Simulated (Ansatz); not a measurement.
Geometry optimisation, RKS PBE/def2-SVPD (Ansatz).

input.yaml

```yaml
crystal:
  periodic: [false, false, false]
  atoms:
    - { symbol: Al, position_ang: [0.0, 0.0, 0.0] }
    - { symbol: F, position_ang: [0.0, 0.0, 1.69] }
    - { symbol: H, position_ang: [1.351, 0.0, -0.78] }
    - { symbol: Cl, position_ang: [-1.9312, 0.0, -1.115] }
basis:
  gaussian: { orbitals: def2-SVPD }
hamiltonian:
  xc: pbe
relax:
  f_tol: 0.02
  max_steps: 40
```

Launched with:

```bash
$ ansatz run input.yaml --threads 2 --pin off --max-ram 3072MiB --backend cpu --events-out ev --progress --plain --runs-dir out
```

Q: Where does it end, and by what steps?

A: The forces met the threshold. After 3 steps the energy has fallen by 0.095 eV; Cl4 moved furthest, 0.09 Å.

```csv
step,energy less start (eV),largest force component (eV/Å),accepted
0,0.0000,1.272,yes
1,-0.0880,0.449,yes
2,-0.0950,0.079,yes
3,-0.0952,0.007,yes
```

```xyz
4
Properties=species:S:1:pos:R:3
Al -0.018 0.000 -0.029
F -0.048 0.000 1.658
H 1.358 0.000 -0.790
Cl -1.872 0.000 -1.044
```

Whether the end is a true minimum wasn't checked by a vibrational analysis.

The run took 4.7 s on 2 threads of Arm Neoverse V2, on a shared host, peak memory 0.13 GiB.
